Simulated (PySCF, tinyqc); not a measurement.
CIS and TDHF on RHF in the sto-3g basis, frozen core, for CH+, spin multiplicity 1, step by step. The lowest restricted solution is unstable here: a spin-polarised one lies 0.0081 hartree lower (PySCF). Computed by tinyqc, a small Python program that keeps every step (integrals from PySCF). Settings: charge = 1, multiplicity = 1, basis = sto-3g, method = RHF, frozen orbitals = 1, energy threshold = 1e-10, iteration cap = 87, orthogonalisation = canonical, start = atomic densities, DIIS depth = 6, TDHF = 1. Command: `OMP_NUM_THREADS=1 python tinyqc.py 23979 23980 out.jsonl` (the two numbers bound the seeds that draw the settings). One thread of a shared host (Intel(R) Xeon(R) Processor @ 2.60GHz), about 0.08 s of CPU time with the checks. Later iterations appear only in the table of the cycle.

## One-electron integrals

Geometry (angstrom):
```
atom       x       y       z
C     0.0000  0.0000  0.0000
H     0.0000  0.0000  1.5650
```

Basis sto-3g: exponents (1/bohr^2) and contraction coefficients of normalised primitives:
```
element  l (shell)  exponent  coefficient
C            s (1)   71.6168       0.1543
C            s (1)   13.0451       0.5353
C            s (1)    3.5305       0.4446
C            s (2)    2.9412      -0.1000
C            s (2)    0.6835       0.3995
C            s (2)    0.2223       0.7001
C            p (3)    2.9412       0.1559
C            p (3)    0.6835       0.6077
C            p (3)    0.2223       0.3920
H            s (1)    3.4253       0.1543
H            s (1)    0.6239       0.5353
H            s (1)    0.1689       0.4446
```

Overlap, kinetic and nuclear-attraction integrals over the contracted functions; the nuclear repulsion is the sum of Za Zb / Rab.

nuclear repulsion = 2.028794 hartree

overlap S:
```
         1C 1s   1C 2s  1C 2px  1C 2py  1C 2pz   2H 1s
1C 1s   1.0000  0.2484  0.0000  0.0000  0.0000  0.0212
1C 2s   0.2484  1.0000  0.0000  0.0000  0.0000  0.2597
1C 2px  0.0000  0.0000  1.0000  0.0000  0.0000  0.0000
1C 2py  0.0000  0.0000  0.0000  1.0000  0.0000  0.0000
1C 2pz  0.0000  0.0000  0.0000  0.0000  1.0000  0.2891
2H 1s   0.0212  0.2597  0.0000  0.0000  0.2891  1.0000
```

kinetic energy T (hartree):
```
          1C 1s    1C 2s  1C 2px  1C 2py  1C 2pz    2H 1s
1C 1s   15.8911  -0.0859  0.0000  0.0000  0.0000  -0.0062
1C 2s   -0.0859   0.4722  0.0000  0.0000  0.0000   0.0101
1C 2px   0.0000   0.0000  1.4777  0.0000  0.0000   0.0000
1C 2py   0.0000   0.0000  0.0000  1.4777  0.0000   0.0000
1C 2pz   0.0000   0.0000  0.0000  0.0000  1.4777   0.0648
2H 1s   -0.0062   0.0101  0.0000  0.0000  0.0648   0.7600
```

nuclear attraction V (hartree):
```
           1C 1s    1C 2s   1C 2px   1C 2py   1C 2pz    2H 1s
1C 1s   -33.9909  -4.2762   0.0000   0.0000  -0.0082  -0.3712
1C 2s    -4.2762  -5.5270   0.0000   0.0000  -0.0942  -1.0743
1C 2px    0.0000   0.0000  -5.4668   0.0000   0.0000   0.0000
1C 2py    0.0000   0.0000   0.0000  -5.4668   0.0000   0.0000
1C 2pz   -0.0082  -0.0942   0.0000   0.0000  -5.5222  -1.0902
2H 1s    -0.3712  -1.0743   0.0000   0.0000  -1.0902  -3.2492
```

core Hamiltonian H = T + V (hartree):
```
           1C 1s    1C 2s   1C 2px   1C 2py   1C 2pz    2H 1s
1C 1s   -18.0998  -4.3621   0.0000   0.0000  -0.0082  -0.3774
1C 2s    -4.3621  -5.0548   0.0000   0.0000  -0.0942  -1.0642
1C 2px    0.0000   0.0000  -3.9890   0.0000   0.0000   0.0000
1C 2py    0.0000   0.0000   0.0000  -3.9890   0.0000   0.0000
1C 2pz   -0.0082  -0.0942   0.0000   0.0000  -4.0445  -1.0254
2H 1s    -0.3774  -1.0642   0.0000   0.0000  -1.0254  -2.4892
```

## Two-electron integrals

Functions are numbered as in S; the eight-fold symmetry (ij|kl) = (ji|kl) = (kl|ij) leaves the list below.

Two-electron integrals (ij|kl) in chemists' order, unique and non-zero (hartree):
```
(11|11) 3.5419   (21|11) 0.5769   (21|21) 0.1119   (22|11) 0.8547
(22|21) 0.2053   (22|22) 0.6247   (31|31) 0.0203   (32|31) 0.0309
(32|32) 0.1380   (33|11) 0.8524   (33|21) 0.2053   (33|22) 0.6246
(33|33) 0.6728   (41|41) 0.0203   (42|41) 0.0309   (42|42) 0.1380
(43|43) 0.0363   (44|11) 0.8524   (44|21) 0.2053   (44|22) 0.6246
(44|33) 0.6003   (44|44) 0.6728   (51|51) 0.0203   (52|51) 0.0309
(52|52) 0.1380   (53|53) 0.0363   (54|54) 0.0363   (55|11) 0.8524
(55|21) 0.2053   (55|22) 0.6246   (55|33) 0.6003   (55|44) 0.6003
(55|55) 0.6728   (61|11) 0.0495   (61|21) 0.0096   (61|22) 0.0175
(61|33) 0.0175   (61|44) 0.0175   (61|51) 0.0005   (61|52) 0.0010
(61|55) 0.0176   (61|61) 0.0008   (62|11) 0.1500   (62|21) 0.0367
(62|22) 0.1273   (62|33) 0.1240   (62|44) 0.1240   (62|51) 0.0034
(62|52) 0.0262   (62|55) 0.1336   (62|61) 0.0033   (62|62) 0.0383
(63|31) 0.0033   (63|32) 0.0186   (63|53) 0.0048   (63|63) 0.0040
(64|41) 0.0033   (64|42) 0.0186   (64|54) 0.0048   (64|64) 0.0040
(65|11) 0.1428   (65|21) 0.0353   (65|22) 0.1298   (65|33) 0.1236
(65|44) 0.1236   (65|51) 0.0060   (65|52) 0.0423   (65|55) 0.1419
(65|61) 0.0032   (65|62) 0.0462   (65|65) 0.0586   (66|11) 0.3370
(66|21) 0.0836   (66|22) 0.3316   (66|33) 0.3167   (66|44) 0.3167
(66|51) 0.0080   (66|52) 0.0858   (66|55) 0.3609   (66|61) 0.0075
(66|62) 0.1392   (66|65) 0.1839   (66|66) 0.7746
```

## Orthogonalisation

S = U s U^T; canonical form X = U s^(-1/2), so that X^T S X = 1. Each column of U has its largest component positive (the first on a tie).

eigenvalues of S: 0.5785  0.8241  1.0000  1.0000  1.1585  1.4389

X:
```
              1        2        3       4        5       6
1C 1s    0.3977   0.7126   0.0000  0.0000   0.5628  0.2925
1C 2s   -0.7459  -0.4739   0.0000  0.0000   0.3850  0.4725
1C 2px   0.0000   0.0000  -0.3000  0.9539   0.0000  0.0000
1C 2py   0.0000   0.0000   0.9539  0.3000   0.0000  0.0000
1C 2pz  -0.5696   0.5926   0.0000  0.0000  -0.5534  0.3418
2H 1s    0.8303  -0.3605   0.0000  0.0000  -0.3033  0.5189
```

Within a degenerate level the vectors are fixed only up to a rotation; this is one choice.

## Starting guess

The start is atomic minimal-basis densities projected into this basis (PySCF's MINAO start) and scaled to the electron count of each spin; this density is not idempotent, so its energy is not variational and may lie below the converged one.

D at the start:
```
          1C 1s    1C 2s  1C 2px  1C 2py   1C 2pz    2H 1s
1C 1s    1.8389  -0.4503  0.0000  0.0000   0.0057  -0.0173
1C 2s   -0.4503   1.8184  0.0000  0.0000  -0.0209   0.0725
1C 2px   0.0000   0.0000  0.5645  0.0000   0.0000   0.0000
1C 2py   0.0000   0.0000  0.0000  0.5645   0.0000   0.0000
1C 2pz   0.0057  -0.0209  0.0000  0.0000   0.5403   0.0525
2H 1s   -0.0173   0.0725  0.0000  0.0000   0.0525   0.8298
```

## Iteration 1: building the Fock matrix

J_ij = sum D_kl (ij|kl), K_ij = sum D_kl (ik|jl); F = H + J - 0.5 K; E = tr D H + tr D J / 2 - 0.25 tr D K + E_nn.

Coulomb J (hartree):
```
         1C 1s   1C 2s  1C 2px  1C 2py  1C 2pz   2H 1s
1C 1s   9.2856  1.7543  0.0000  0.0000  0.0067  0.1505
1C 2s   1.7543  3.8720  0.0000  0.0000  0.0740  0.8112
1C 2px  0.0000  0.0000  3.8545  0.0000  0.0000  0.0000
1C 2py  0.0000  0.0000  0.0000  3.8545  0.0000  0.0000
1C 2pz  0.0067  0.0740  0.0000  0.0000  3.8927  0.8468
2H 1s   0.1505  0.8112  0.0000  0.0000  0.8468  2.3785
```

exchange K (hartree):
```
         1C 1s   1C 2s  1C 2px  1C 2py  1C 2pz   2H 1s
1C 1s   6.2316  1.0545  0.0000  0.0000  0.0041  0.1001
1C 2s   1.0545  1.4389  0.0000  0.0000  0.0436  0.4131
1C 2px  0.0000  0.0000  0.6867  0.0000  0.0000  0.0000
1C 2py  0.0000  0.0000  0.0000  0.6867  0.0000  0.0000
1C 2pz  0.0041  0.0436  0.0000  0.0000  0.7344  0.3093
2H 1s   0.1001  0.4131  0.0000  0.0000  0.3093  0.7847
```

Fock matrix F (hartree):
```
           1C 1s    1C 2s   1C 2px   1C 2py   1C 2pz    2H 1s
1C 1s   -11.9299  -3.1351   0.0000   0.0000  -0.0036  -0.2769
1C 2s    -3.1351  -1.9022   0.0000   0.0000  -0.0419  -0.4595
1C 2px    0.0000   0.0000  -0.4779   0.0000   0.0000   0.0000
1C 2py    0.0000   0.0000   0.0000  -0.4779   0.0000   0.0000
1C 2pz   -0.0036  -0.0419   0.0000   0.0000  -0.5189  -0.3333
2H 1s    -0.2769  -0.4595   0.0000   0.0000  -0.3333  -0.5030
```

total energy of this density = -33.695142 hartree

This density is the starting one; it is not idempotent, so its energy is not variational and may lie below the converged one.

## Iteration 1: diagonalisation and new density

Diagonalise F' = X^T F X, C = X C', fill 3 alpha and 3 beta electrons from the bottom; D = 2 C_occ C_occ^T. Each column has its largest component positive (the first on a tie).

F' = X^T F X (hartree):
```
         1        2        3        4        5        6
1  -0.9330  -1.7619   0.0000   0.0000  -1.5822  -0.8389
2  -1.7619  -4.4671   0.0000   0.0000  -4.2594  -2.6424
3   0.0000   0.0000  -0.4779   0.0000   0.0000   0.0000
4   0.0000   0.0000   0.0000  -0.4779   0.0000   0.0000
5  -1.5822  -4.2594   0.0000   0.0000  -5.5146  -3.2660
6  -0.8389  -2.6424   0.0000   0.0000  -3.2660  -2.9499
```

orbital energies (hartree): MO1 -11.9329, MO2 -1.1647, MO3 -0.6059, MO4 -0.4779, MO5 -0.4779, MO6 -0.1610

coefficients C:
```
            MO1      MO2      MO3      MO4     MO5      MO6
1C 1s    0.9955  -0.2631   0.0623   0.0000  0.0000   0.0638
1C 2s    0.0176   0.9833  -0.2800   0.0000  0.0000  -0.3271
1C 2px   0.0000   0.0000   0.0000   0.8466  0.5323   0.0000
1C 2py   0.0000   0.0000   0.0000  -0.5323  0.8466   0.0000
1C 2pz   0.0010   0.0617   0.7448   0.0000  0.0000  -0.7350
2H 1s   -0.0023   0.1327   0.4825   0.0000  0.0000   0.9645
```

D after iteration 1:
```
          1C 1s    1C 2s  1C 2px  1C 2py   1C 2pz    2H 1s
1C 1s    2.1283  -0.5171  0.0000  0.0000   0.0624  -0.0143
1C 2s   -0.5171   2.0911  0.0000  0.0000  -0.2957  -0.0092
1C 2px   0.0000   0.0000  0.0000  0.0000   0.0000   0.0000
1C 2py   0.0000   0.0000  0.0000  0.0000   0.0000   0.0000
1C 2pz   0.0624  -0.2957  0.0000  0.0000   1.1170   0.7350
2H 1s   -0.0143  -0.0092  0.0000  0.0000   0.7350   0.5008
```

Within a degenerate level the vectors are fixed only up to a rotation; this is one choice.

## Iteration 7 (converged): orbitals

converged F (hartree):
```
           1C 1s    1C 2s   1C 2px   1C 2py   1C 2pz    2H 1s
1C 1s   -11.6380  -3.0948   0.0000   0.0000  -0.0136  -0.2723
1C 2s    -3.0948  -1.8559   0.0000   0.0000  -0.0370  -0.4613
1C 2px    0.0000   0.0000  -0.2441   0.0000   0.0000   0.0000
1C 2py    0.0000   0.0000   0.0000  -0.2441   0.0000   0.0000
1C 2pz   -0.0136  -0.0370   0.0000   0.0000  -0.6456  -0.4556
2H 1s    -0.2723  -0.4613   0.0000   0.0000  -0.4556  -0.5470
```

As before.

F' = X^T F X (hartree):
```
         1        2        3        4        5        6
1  -0.8266  -1.7180   0.0000   0.0000  -1.5278  -0.8156
2  -1.7180  -4.3478   0.0000   0.0000  -4.1150  -2.6255
3   0.0000   0.0000  -0.2441   0.0000   0.0000   0.0000
4   0.0000   0.0000   0.0000  -0.2441   0.0000   0.0000
5  -1.5278  -4.1150   0.0000   0.0000  -5.4787  -3.1157
6  -0.8156  -2.6255   0.0000   0.0000  -3.1157  -2.9734
```

orbital energies (hartree): MO1 -11.6423, MO2 -1.1268, MO3 -0.7704, MO4 -0.2441, MO5 -0.2441, MO6 -0.0870

coefficients C:
```
            MO1      MO2      MO3     MO4      MO5      MO6
1C 1s    0.9945  -0.2587   0.0853  0.0000   0.0000   0.0708
1C 2s    0.0215   0.9484  -0.3625  0.0000   0.0000  -0.3481
1C 2px   0.0000   0.0000   0.0000  0.8884  -0.4590   0.0000
1C 2py   0.0000   0.0000   0.0000  0.4590   0.8884   0.0000
1C 2pz   0.0022   0.1172   0.7477  0.0000   0.0000  -0.7252
2H 1s   -0.0033   0.1914   0.4531  0.0000   0.0000   0.9689
```

D after iteration 7:
```
          1C 1s    1C 2s  1C 2px  1C 2py   1C 2pz    2H 1s
1C 1s    2.1265  -0.5096  0.0000  0.0000   0.0712  -0.0283
1C 2s   -0.5096   2.0627  0.0000  0.0000  -0.3198   0.0343
1C 2px   0.0000   0.0000  0.0000  0.0000   0.0000   0.0000
1C 2py   0.0000   0.0000  0.0000  0.0000   0.0000   0.0000
1C 2pz   0.0712  -0.3198  0.0000  0.0000   1.1456   0.7225
2H 1s   -0.0283   0.0343  0.0000  0.0000   0.7225   0.4839
```

Within a degenerate level the vectors are fixed only up to a rotation; this is one choice.

## Convergence

Stop when the energy changes by less than 1e-10 hartree and every element of the error matrix X^T (F D S - S D F) X is below 3e-06.

Course of the cycle:
```
iteration  E (hartree)     change  largest element of the error matrix
1           -33.695142          -                             2.08e-01
2           -37.400731  -3.71e+00                             4.01e-02
3           -37.401360  -6.29e-04                             7.37e-03
4           -37.401406  -4.62e-05                             1.30e-03
5           -37.401407  -1.50e-06                             1.84e-05
6           -37.401407  -3.59e-10                             7.21e-08
7           -37.401407  -1.42e-14                             5.28e-10
```

PySCF RHF in the same basis = -37.401407 hartree

Converged in 7 iterations.

## Populations, bond orders and dipole

Mulliken: Z minus the diagonal of D S on the atom; Loewdin: the same with S^(1/2) D S^(1/2); Mayer order: 2 sum_s sum (D(s) S)_ij (D(s) S)_ji over the two atoms.

Charges (e):
```
atom  Mulliken  Loewdin
1C      0.7011   0.7311
2H      0.2989   0.2689
```

Mayer bond orders:
```
pair   order
2-1   0.9107
```

dipole moment about the origin, x y z (debye): 0.0000  0.0000  2.9162

## Integrals over molecular orbitals

(pq|rs) = sum C_ip C_jq C_kr C_ls (ij|kl), one index at a time.

one-electron integrals over orbitals h = C^T H C (hartree):
```
          1        2        3        4        5        6
1  -18.0884   0.3887  -0.1209   0.0000   0.0000  -0.1025
2    0.3887  -4.1794   0.1973   0.0000   0.0000   0.4722
3   -0.1209   0.1973  -3.6229   0.0000   0.0000   0.6868
4    0.0000   0.0000   0.0000  -3.9890   0.0000   0.0000
5    0.0000   0.0000   0.0000   0.0000  -3.9890   0.0000
6   -0.1025   0.4722   0.6868   0.0000   0.0000  -2.8916
```

Two-electron integrals over orbitals (pq|rs), unique and non-zero (hartree); the lowest 1 orbital is frozen and left out:
```
(22|22) 0.5769    (32|22) 0.0013    (32|32) 0.1097    (33|22) 0.5168
(33|32) -0.0337   (33|33) 0.5482    (42|42) 0.1176    (43|42) -0.0317
(43|43) 0.0349    (44|22) 0.5867    (44|32) -0.0504   (44|33) 0.5206
(44|44) 0.6728    (52|52) 0.1176    (53|52) -0.0317   (53|53) 0.0349
(54|54) 0.0363    (55|22) 0.5867    (55|32) -0.0504   (55|33) 0.5206
(55|44) 0.6003    (55|55) 0.6728    (62|22) -0.0807   (62|32) -0.0180
(62|33) -0.0120   (62|44) -0.0834   (62|55) -0.0834   (62|62) 0.0713
(63|22) -0.0909   (63|32) 0.0764    (63|33) -0.0677   (63|44) -0.1260
(63|55) -0.1260   (63|62) 0.0596    (63|63) 0.1505    (64|42) -0.0285
(64|43) -0.0092   (64|64) 0.0194    (65|52) -0.0285   (65|53) -0.0092
(65|65) 0.0194    (66|22) 0.4718    (66|32) 0.0830    (66|33) 0.4862
(66|44) 0.4278    (66|55) 0.4278    (66|62) 0.0052    (66|63) 0.0761
(66|66) 0.6107
```

## CIS matrix, singlets

A(ia,jb) = (e_a - e_i) d_ij d_ab + 2 (ia|jb) - (ij|ab).

CIS matrix A, singlet (hartree):
```
         2>4      2>5     2>6      3>4      3>5     3>6
2>4   0.5312   0.0000  0.0000  -0.0129   0.0000  0.0000
2>5   0.0000   0.5312  0.0000   0.0000  -0.0129  0.0000
2>6   0.0000   0.0000  0.7105   0.0000   0.0000  0.0362
3>4  -0.0129   0.0000  0.0000   0.0754   0.0000  0.0000
3>5   0.0000  -0.0129  0.0000   0.0000   0.0754  0.0000
3>6   0.0000   0.0000  0.0362   0.0000   0.0000  0.4982
```

## CIS singlet states

dipole integrals <i|r|a> (bohr):
```
           x        y       z
2>4   0.7217   0.3728  0.0000
2>5  -0.3728   0.7217  0.0000
2>6   0.0000   0.0000  0.2645
3>4  -0.1902  -0.0983  0.0000
3>5   0.0983  -0.1902  0.0000
3>6   0.0000   0.0000  1.3444
```

Diagonalise A (1 hartree = 27.211386 eV); each vector has its largest component positive (the first on a tie). The transition dipole is mu = sqrt2 sum c_ia <i|r|a>.

singlet excitation energies (eV): 2.0418  2.0418  13.3935  14.4646  14.4646  19.4986

lowest vectors:
```
     state 1  state 2  state 3  state 4  state 5  state 6
2>4   0.0283  -0.0014   0.0000   0.8354  -0.5489   0.0000
2>5   0.0014   0.0283   0.0000   0.5489   0.8354   0.0000
2>6   0.0000   0.0000  -0.1638   0.0000   0.0000   0.9865
3>4   0.9983  -0.0502   0.0000  -0.0237   0.0156   0.0000
3>5   0.0502   0.9983   0.0000  -0.0156  -0.0237   0.0000
3>6   0.0000   0.0000   0.9865   0.0000   0.0000   0.1638
```

oscillator strengths 2/3 w |mu|^2: 0.0036  0.0036  1.0802  0.4743  0.4743  0.2212

Within a degenerate level the vectors are fixed only up to a rotation; this is one choice.

## TDHF (RPA) singlet states

B(ia,jb) = 2 (ia|jb) - (ib|ja); the squared energies are the eigenvalues of (A - B)(A + B); 1 hartree = 27.211386 eV.

TDHF matrix B, singlet (hartree):
```
         2>4      2>5     2>6      3>4      3>5     3>6
2>4   0.1176   0.0000  0.0000  -0.0317   0.0000  0.0000
2>5   0.0000   0.1176  0.0000   0.0000  -0.0317  0.0000
2>6   0.0000   0.0000  0.0713   0.0000   0.0000  0.0596
3>4  -0.0317   0.0000  0.0000   0.0349   0.0000  0.0000
3>5   0.0000  -0.0317  0.0000   0.0000   0.0349  0.0000
3>6   0.0000   0.0000  0.0596   0.0000   0.0000  0.1505
```

squared energies w^2 (hartree^2): 0.0043  0.0043  0.2208  0.2669  0.2669  0.5001

TDHF energies from the positive w^2 (eV): 1.7796  1.7796  12.7868  14.0569  14.0569  19.2425

## CIS matrix, triplets

A(ia,jb) = (e_a - e_i) d_ij d_ab - (ij|ab).

CIS matrix A, triplet (hartree):
```
        2>4     2>5      2>6     3>4     3>5      3>6
2>4  0.2960  0.0000   0.0000  0.0504  0.0000   0.0000
2>5  0.0000  0.2960   0.0000  0.0000  0.0504   0.0000
2>6  0.0000  0.0000   0.5680  0.0000  0.0000  -0.0830
3>4  0.0504  0.0000   0.0000  0.0056  0.0000   0.0000
3>5  0.0000  0.0504   0.0000  0.0000  0.0056   0.0000
3>6  0.0000  0.0000  -0.0830  0.0000  0.0000   0.1971
```

## CIS triplet states

Diagonalise A (1 hartree = 27.211386 eV); each vector has its largest component positive (the first on a tie).

triplet excitation energies (eV): -0.0780  -0.0780  4.8820  8.2855  8.2855  15.9382

lowest vectors:
```
     state 1  state 2  state 3  state 4  state 5  state 6
2>4  -0.1628   0.0344   0.0000   0.9799  -0.1097   0.0000
2>5  -0.0344  -0.1628   0.0000   0.1097   0.9799   0.0000
2>6   0.0000   0.0000   0.2089   0.0000   0.0000   0.9779
3>4   0.9647  -0.2041   0.0000   0.1654  -0.0185   0.0000
3>5   0.2041   0.9647   0.0000   0.0185   0.1654   0.0000
3>6   0.0000   0.0000   0.9779   0.0000   0.0000  -0.2089
```

Within a degenerate level the vectors are fixed only up to a rotation; this is one choice.

A negative triplet energy shows that the restricted solution is unstable towards a spin-polarised one.

## TDHF (RPA) triplet states

B(ia,jb) = - (ib|ja); the squared energies are the eigenvalues of (A - B)(A + B); 1 hartree = 27.211386 eV.

TDHF matrix B, triplet (hartree):
```
         2>4      2>5      2>6      3>4      3>5      3>6
2>4  -0.1176   0.0000   0.0000   0.0317   0.0000   0.0000
2>5   0.0000  -0.1176   0.0000   0.0000   0.0317   0.0000
2>6   0.0000   0.0000  -0.0713   0.0000   0.0000  -0.0596
3>4   0.0317   0.0000   0.0000  -0.0349   0.0000   0.0000
3>5   0.0000   0.0317   0.0000   0.0000  -0.0349   0.0000
3>6   0.0000   0.0000  -0.0596   0.0000   0.0000  -0.1505
```

squared energies w^2 (hartree^2): -0.0025  -0.0025  0.0018  0.0782  0.0782  0.3386

TDHF energies from the positive w^2 (eV): 1.1664  7.6082  7.6082  15.8333

A + B or A - B has a negative eigenvalue: the restricted solution is unstable towards a spin-polarised one, a negative w^2 means an imaginary energy, and the lowest roots have no physical meaning.
